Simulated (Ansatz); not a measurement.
A made-up structure of CH₄NSi, doublet:

C1  (-1.271, -0.233, -0.694)
N2  (0.024, -0.723, -0.449)
Si3  (1.337, 0.092, 0.679)
H4  (-2.027, -0.850, -1.433)
H5  (-1.719, 0.804, -0.207)
H6  (0.979, 1.488, 1.393)
H7  (2.678, -0.578, 0.711)
(Å)

It is relaxed with PBE-D4/def2-SVP and then PBE0-D4/def2-TZVP (Ansatz 0.2.0). Atoms count as bonded within 1.22 times the sum of their covalent radii (H–H: 0.88 Å). The end point is not checked to be a true minimum.

Q: Does its bonding change? (A judgement: the text doesn't fix the answer.)

A: Computed: No: no bond forms or breaks.

Where it ends: The first stage lowers the energy by 1.30 eV in 11 steps. It ends as CH₄NSi ([CH2][N][SiH2]):
```tsv
atom	x (Å)	y (Å)	z (Å)
C1	-1.1321	-0.2027	-0.6267
N2	-0.0225	-0.7134	-0.2982
Si3	1.0827	-0.0885	0.8636
H4	-1.7862	-0.7212	-1.3358
H5	-1.5084	0.7597	-0.2477
H6	0.8939	1.3582	1.1969
H7	2.4726	-0.3921	0.4479
```

Labels in which every atom is bracketed show which atoms are joined, not bond orders.

For scale, one of the runs: PBE0-D4/def2-TZVP relaxation, 123 basis functions, launched by `ansatz run in.yaml --threads 2 --pin off --events-out ev --progress --plain --max-ram 4352MiB`. Hardware: 2 CPU threads of an Arm Neoverse V2, shared host. Wall time about 27 s.
